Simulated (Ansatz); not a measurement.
Process, species as SMILES: ClCCl → C atom + 2 Cl atom + 2 H atom
B3LYP-D3(BJ)/def2-TZVP geometries, fixed; electronic energies without zero-point terms.

Energies in hartree at PBE with Ansatz (an electronic-structure program); the atomisation energy is their sum with the coefficients shown, times 627.509 kcal/mol a hartree. All functions are spherical. The program fits the integrals of some runs and decomposes those of others, by size. Open shells are unrestricted. No added dispersion term, no relativity.

```
species  coefficient  part  cc-pV(D+d)Z  cc-pV(T+d)Z  cc-pV(Q+d)Z
-------  -----------  ----  -----------  -----------  -----------
ClCCl             -1   PBE   -959.28337   -959.33149   -959.34286
C atom            +1   PBE    -37.78854    -37.79492    -37.79717
Cl atom           +2   PBE   -459.94929   -459.96552   -459.96943
H atom            +2   PBE     -0.49863     -0.49962     -0.49985
```

**Question.** Predict the atomisation energy in cc-pV(5+d)Z (X = 5): let each PBE step shrink by the ratio of the last two. Compare with the run.

**Answer.** 
- ClCCl: steps -0.04812 and -0.01137, ratio 0.236, so PBE -959.34554 (run: -959.35070).
- C atom: steps -0.00638 and -0.00225, ratio 0.353, so PBE -37.79796 (run: -37.79840).
- Cl atom: steps -0.01623 and -0.00391, ratio 0.241, so PBE -459.97037 (run: -459.97270).
- H atom: steps -0.00099 and -0.00023, ratio 0.232, so PBE -0.49990 (run: -0.49997).
Predicted 380.92 kcal/mol; the run in cc-pV(5+d)Z gives 380.87, a miss of 0.05. Keeping the value in cc-pV(Q+d)Z, 380.98, would miss by 0.11. All sums are of the energies as printed.
